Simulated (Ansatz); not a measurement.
# AlNH6: one species, many methods

Aim: compute AlNH6 with functionals from several rungs and with coupled cluster, and see how far each lands from CCSD(T) at the basis-set limit for the atomisation energy.

Program: Ansatz 0.2.0, Gaussian basis. Level of theory: functionals in def2-TZVPP, the program's frozen cores in correlated methods. These are calculated values, not measurements.

Levels to be run: LDA (SPW92), PBE-D4, revPBE-D4, BLYP-D4, r2SCAN-D4, B97M-V, PBE0-D4, B3LYP-D4, r2SCANh-D4, r2SCAN0-D4, HSE06-D4, BHLYP-D4, CAM-B3LYP-D4, LC-ωPBE, ωB97X-V, ωB97M-V, B2PLYP, PBE-QIDH; CCSD(T)/def2-SVP; CCSD(T)/def2-TZVPP; MP2/def2-QZVPP; extrapolation to the limit; RPA on PBE.

1 further run of the same task is left out (it didn't finish).

### 1 The relaxed structure

All runs share one geometry, relaxed beforehand with PBE0-D4 in a triple-zeta def2 set.

SMILES `[NH3+][AlH3-]`, 8 atoms, charge 0, spin multiplicity 1.

Atoms are counted from 1 here; the program's logs count them from 0.

Bond lengths: N1–Al2 2.061 Å, N1–H3 1.015 Å, N1–H4 1.015 Å, N1–H5 1.015 Å, Al2–H6 1.603 Å, Al2–H7 1.603 Å, Al2–H8 1.603 Å. Angles: Al2–N1–H3 111.0°, Al2–N1–H4 111.0°, Al2–N1–H5 111.0°, H3–N1–H4 107.9°, H3–N1–H5 107.9°, H4–N1–H5 107.9°, N1–Al2–H6 99.3°, N1–Al2–H7 99.3°, N1–Al2–H8 99.3°, H6–Al2–H7 117.5°, H6–Al2–H8 117.5°, H7–Al2–H8 117.5°.

### 2 LDA

This LDA is Slater exchange with PW92 correlation.

Contents of in.yaml:

```yaml
crystal:
  periodic: [false, false, false]
  atoms:
    - {symbol: N, position_ang: [-0.285272, -0.098112, -0.947738]}
    - {symbol: Al, position_ang: [0.332173, 0.091131, 1.009333]}
    - {symbol: H, position_ang: [0.208550, 0.552775, -1.549715]}
    - {symbol: H, position_ang: [-1.278895, 0.088685, -1.035543]}
    - {symbol: H, position_ang: [-0.112639, -1.035982, -1.294849]}
    - {symbol: H, position_ang: [-0.061051, 1.625538, 1.256569]}
    - {symbol: H, position_ang: [1.886935, -0.252956, 0.823690]}
    - {symbol: H, position_ang: [-0.597501, -1.028079, 1.682553]}
basis:
  gaussian: {orbitals: def2-TZVPP}
hamiltonian: {xc: lda}
output: {orbitals: {seedname: orbitals}}
```

Further steps of the session: PBE-D4 (GGA); revPBE-D4 (GGA); BLYP-D4 (GGA); r2SCAN-D4 (meta-GGA); B97M-V (meta-GGA); PBE0-D4 (hybrid); B3LYP-D4 (hybrid); r2SCANh-D4 (hybrid); r2SCAN0-D4 (hybrid); HSE06-D4 (hybrid); BHLYP-D4 (hybrid); CAM-B3LYP-D4 (range-separated); LC-ωPBE-D4 (range-separated); ωB97X-V (range-separated); ωB97M-V (range-separated); B2PLYP (double hybrid); PBE-QIDH (double hybrid); CCSD(T) in def2-SVP; CCSD(T) in def2-TZVPP; MP2 in def2-QZVPP; RPA on PBE orbitals.

Before running them: what should the planned runs give, taken together? Wanted: atomisation energy, CCSD(T)/CBS; farthest beyond LDA; mean size of error, GGA; mean size of error, meta-GGA; mean size of error, hybrid; mean size of error, range-separated; mean size of error, double hybrid; gap, smallest and largest; T1 diagnostic.

The runs gave:

```
                               quantity                                     value
        atomisation energy, CCSD(T)/CBS                             2273.6 kJ/mol
 functionals within 11.4 kJ/mol (0.5 %)  B3LYP-D4, CAM-B3LYP-D4, ωB97X-V, ωB97M-V
                    farthest beyond LDA                  revPBE-D4 (-64.4 kJ/mol)
                mean size of error, GGA                               37.3 kJ/mol
           mean size of error, meta-GGA                               25.1 kJ/mol
             mean size of error, hybrid                               36.0 kJ/mol
    mean size of error, range-separated                               12.7 kJ/mol
      mean size of error, double hybrid                               45.3 kJ/mol
              gap, smallest and largest     4.88 eV (BLYP-D4), 11.92 eV (LC-ωPBE)
                          T1 diagnostic                                    0.0079
triples share of the correlation energy                                     2.6 %
```

What this shows: The LDA atomisation energy is off by 226.6 kJ/mol (10 %): it overbinds. PBE-D4 misses by -30.7 kJ/mol. Double hybrids carry the basis error of their MP2 part in triple zeta, and no dispersion term here, so their miss is partly the set-up's. Taken by rung, range-separated functionals do best (12.7 kJ/mol on average) and double hybrid ones worst beyond LDA (45.3 kJ/mol). Misses under about 11.4 kJ/mol are within the doubt on the reference itself, which lacks core-valence correlation, relativity and higher excitations. Hartree-Fock recovers 73 % of the binding; the rest is correlation. CCSD(T) in def2-SVP is off by -135.8 kJ/mol, worse than the median functional, from the basis alone. The gap grows from 4.9 to 11.9 eV across the functionals, mostly with the share of exact exchange.
